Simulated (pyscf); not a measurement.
F–Si(F)(F)–Si(F)(F)–F (SMILES F[Si](F)(F)[Si](F)(F)F) → F–Si(F)(F)–F (SMILES F[Si](F)(F)F) + F–Si:–F (SMILES F[Si]F) [singlet], gas phase, singlet surface. PySCF, gas phase, ωB97X-D3(BJ)/def2-SVP geometries. ΔG in kcal/mol from ωB97M-D3(BJ)/def2-TZVP energies (ideal gas, 1 atm, RRHO with modes under 100 cm⁻¹ raised to 100, one conformer, R ln 2 for chiral ones without a mode under 150 cm⁻¹).

| T (K) | ΔG |
|---|---|
| 298 | +11.8 |
| 600 | +0.8 |
| 900 | ? |
| 1200 | -19.5 |

**Question.** Fit a line to the three values, predict ΔG at 900 K, and estimate where the reaction turns favourable at 1 atm of each gas.

**Answer.** Least squares gives ΔG = +21.9 − 34.6 × T/1000 K, so ΔS is about +145 J/(mol K) and ΔH about +21.9 kcal/mol over this range (ΔH at 298 K: +23.0). At 900 K the line gives -9.2; the computed value is -9.5. ΔG = 0 falls near 630 K; 1 kcal/mol in the energy moves that by 29 K. This is thermodynamics alone and says nothing of the barrier.
